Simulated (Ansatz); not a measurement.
# BHS+ (quartet): the correlation ladder, def2-TZVPP

The task here is to estimate one member of a computed series from the others.

The runs use Ansatz 0.2.0, Gaussian basis; def2-TZVPP, core rule «outside noble gas», up to 6 orbitals frozen.

To be run: UHF; ROHF; CCSD(T) on UHF.

2 further runs of the same task are left out: 2 set aside as unsound or not needed.

### What is computed

The geometry is a PBE0/def2-TZVP stationary point (not a proven minimum) of the parent state, kept for this charge and spin.

3 atoms, charge 1, spin multiplicity 4.

Atoms are counted from 1 here; the program's logs count them from 0.

Bond lengths: B1–S2 1.710 Å, S2–H3 1.369 Å. Angles: B1–S2–H3 103.8°.

The first run:

in.yaml

```yaml
crystal:
  periodic: [false, false, false]
  atoms:
    - {symbol: B, position_ang: [0.000000, 0.089300, 1.293314]}
    - {symbol: S, position_ang: [0.000000, -0.068618, -0.409085]}
    - {symbol: H, position_ang: [0.000000, 1.225097, -0.857906]}
basis:
  gaussian: {orbitals: def2-TZVPP}
total_charge: 1
magnetization: {spin_polarized: true, initial_magnetization: 3}
hamiltonian: {xc: hf}
output: {orbitals: {seedname: orbitals}}
```

On the command line:

```bash
$ ansatz run in.yaml --threads 1 --pin off --events-out ev --progress --plain --max-ram 4096MiB --backend cpu
```

Steps of the session up to this table: UHF; ROHF; CCSD(T) on UHF.

One table of the session follows, with a row left open; its other results are not shown here.

```
  method  from UCCSD(T) (kJ/mol)
    ROHF                  +581.4
     UHF                  +566.5
    UMP2                       ?
   UCCSD                   +21.9
UCCSD(T)                       0
```

Estimate the missing values for UMP2.

As computed: from UCCSD(T) (kJ/mol): +105.2. In the column «from UCCSD(T) (kJ/mol)» it lies between UCCSD (+21.9) and UHF (+566.5).
